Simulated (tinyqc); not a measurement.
Extended Hueckel theory, for LiH+, step by step. The parameters take no account of the charge, which enters only through the electron count. One step of it, computed by the program tinyqc.

Problem. Mulliken analysis. P = C n C^T; charge = valence electrons (H 1, Li 1) minus the sum of (P S)_ii on the atom; overlap population = 2 sum P_ij S_ij between two atoms.

coefficients, order 1Li 2s, 1Li 2px, 1Li 2py, 1Li 2pz, 2H 1s:
```
[[0.119216, 0.845779, 0.000000, 0.000000, 0.709964],
 [0.000000, 0.000000, 0.765487, -0.643451, 0.000000],
 [0.000000, 0.000000, 0.643451, 0.765487, 0.000000],
 [0.052466, -0.532362, 0.000000, 0.000000, 1.051337],
 [0.923066, -0.128482, 0.000000, 0.000000, -0.869779]]
```

occupations: [1.000000, 0.000000, 0.000000, 0.000000, 0.000000]

overlap S, order 1Li 2s, 1Li 2px, 1Li 2py, 1Li 2pz, 2H 1s:
```
[[1.000000, 0.000000, 0.000000, 0.000000, 0.379143],
 [0.000000, 1.000000, 0.000000, 0.000000, 0.000000],
 [0.000000, 0.000000, 1.000000, 0.000000, 0.000000],
 [0.000000, 0.000000, 0.000000, 1.000000, 0.490810],
 [0.379143, 0.000000, 0.000000, 0.490810, 1.000000]]
```

Give: charges; Overlap populations.

Solution.

charges: [0.918, 0.082]

Overlap populations:
```
pair     value
2-1   0.130984
```
